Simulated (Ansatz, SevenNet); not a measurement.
For 1T (CdI2-type) TiS2, the machine-learned potential SevenNet-l3i5 (trained on PBE and PBE+U data) gives:

equilibrium lattice constant a: 3.414 Å
lattice parameter c: 6.505 Å

**Question.** What does PBE0-D4 in Ansatz (PAW) give for the same quantities?

**Answer.** 
- lattice constant a: 3.378 Å (drops by 1.1 %)
- lattice parameter c: 5.681 Å (shrinks by 13 %)

For comparison: lattice constant a 3.407 Å (measured, temperature not stated, not corrected to a static lattice; as tabulated in Chianelli et al. (1975), doi:10.1016/0025-5408(75)90100-2); lattice parameter c 5.695 Å (measured, temperature not stated, no zero-point or thermal correction; as tabulated in Chianelli et al. (1975), doi:10.1016/0025-5408(75)90100-2).

Changes are worked out from the printed values.

Unless a cell is named, each level is at its own relaxed cell (SevenNet-l3i5 21.89, PBE0-D4 18.72 Å³/atom).

Caveats: exact exchange on metals is sensitive to the k mesh and can open a false gap (PBE0-D4). Ansatz's density-functional and Hartree–Fock values are scalar-relativistic unless marked +SOC, with PAW data made under PBE.

Ansatz is a program for electronic structure.
